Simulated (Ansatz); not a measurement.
Results of PBE (Ansatz, an electronic-structure program, PAW) for 2H MoS₂.

Settings: plane-wave cutoff 500 eV, 12×12×4 k mesh (along the axes of the cell as run), gaussian smearing 0.02 eV, no spin polarisation, scalar-relativistic PAW data made under PBE.

Computed at the level's own relaxed cell.

Problem. Give the computed volume per atom, lattice constant a, c axis length and band gap.

Solution. 
volume per atom: 21.65 Å³/atom
lattice constant a: 3.185 Å
c axis length: 14.789 Å
band gap: 1.44 eV (on the SCF k mesh)

Measured, for comparison: band gap 1.23 eV (room temperature, not corrected to a static lattice, bulk 2H, our sources range from 1.23 to 1.29; as tabulated in Bastos et al. (2019), arXiv:1903.08112); lattice constant a 3.16 Å, lattice parameter c 12.294 Å (300 K, not corrected to a static lattice; as tabulated in arXiv:1605.07067). Computed (rounded) less measured: lattice constant a +0.8 %, lattice parameter c +20.3 %.

Note: the cell comes from a level without a dispersion term, which matters for the spacing of layers, chains or molecules; the cell has widely spaced layers and the level no dispersion term, so their spacing and the moduli can rest on weak binding.

Spin–orbit coupling is not included.

Computed values are for the static lattice.
